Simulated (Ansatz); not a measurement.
We consider trigonal Se, described by PBE (Ansatz, an electronic-structure program, plane waves, PAW).

Numerical settings: plane-wave cutoff 520 eV, 12×12×8 k mesh (along the axes of the cell as run), Fermi–Dirac smearing 0.01 eV, scalar-relativistic PAW data made under PBE.

Starting structure:

```
Se
1.0
    4.37000     0.00000     0.00000
   -2.18500     3.78453     0.00000
    0.00000     0.00000     4.95000
Se
3
Cartesian
 -0.49163   0.85152   3.30000
  1.69338   2.93301   0.00000
  0.98325   0.00000   1.65000
```

Task: Into what structure does the relaxation of cell and atoms lead at this level, with the symmetry of the start kept?

Result: The volume increases by 9.4 %; final space group P3_121.
```
Se
1.0
    4.52803     0.00000     0.00000
   -2.26401     3.92139     0.00000
    0.00000     0.00000     5.04303
Se
3
Direct
  0.00000   0.21848   0.66667
  0.78152   0.78152   0.00000
  0.21848   0.00000   0.33333
```

Note: the cell comes from a level without a dispersion term, which matters for the spacing of layers, chains or molecules.
